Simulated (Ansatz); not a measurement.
A nudged elastic band was laid between two geometries of C₂H₆Al (9 atoms, charge 0, multiplicity 2).

Level of theory: Ansatz 0.2.0, UKS BHLYP-D4/def2-SVP.

```
movable images  : 8
climbing image  : no
spring          : 5.0 eV/Å²
optimiser       : quadratic models (default)
start path      : through a guess of the saddle point
force threshold : 0.05 eV/Å
iteration limit : 60
end points      : relaxed
```

First end point:

```xyz
9
Properties=species:S:1:pos:R:3
C -0.491 0.615 -0.568
C 0.639 -0.365 -0.258
Al 0.596 -1.168 1.553
H -1.474 0.140 -0.493
H -0.410 1.029 -1.580
H -0.497 1.461 0.126
H 0.653 -1.185 -0.988
H 1.617 0.122 -0.376
H -0.545 -0.695 2.567
```

Last end point:

```xyz
9
Properties=species:S:1:pos:R:3
C -0.512 0.738 -0.812
C 0.352 -0.241 -0.028
Al -0.142 -0.710 1.826
H -1.540 0.377 -0.915
H -0.129 0.911 -1.823
H -0.569 1.713 -0.318
H 0.427 -1.204 -0.557
H 1.390 0.120 0.034
H 0.812 -1.750 2.577
```

What changes between the two ends?

No bond is made or broken. The dihedral H7–C2–Al3–H9 goes from -127 to 55°.

Give the energies along the band, and the barrier.

It converged. The highest image is number 5 of 0 to 9, 0.6 kcal/mol above the first end and 1.0 kcal/mol above the last; the last end lies 0.4 kcal/mol below the first. No image climbed, so the highest image needn't sit at the top of the path.

```csv
image,path coordinate (Å),energy (kcal/mol),dihedral H7–C2–Al3–H9 (°)
0,0.00,0.0,-127
1,0.36,0.0,-147
2,0.72,0.0,-166
3,1.07,0.2,174
4,1.43,0.4,154
5,1.79,0.6,135
6,2.15,0.5,116
7,2.51,0.2,96
8,2.86,-0.2,76
9,3.22,-0.4,55
```

What is the geometry of the highest image?


```xyz
9
Properties=species:S:1:pos:R:3
C -0.533 0.639 -0.726
C 0.476 -0.369 -0.170
Al -0.090 -1.275 1.501
H -1.490 0.166 -0.969
H -0.171 1.115 -1.643
H -0.744 1.445 -0.015
H 0.693 -1.128 -0.931
H 1.429 0.133 0.043
H 0.519 -0.773 2.894
```

Time of the run: 97 s on 2 threads of Intel(R) Xeon(R) Platinum 8488C (Sapphire Rapids), with other jobs on the host, peak memory 0.2 GiB.
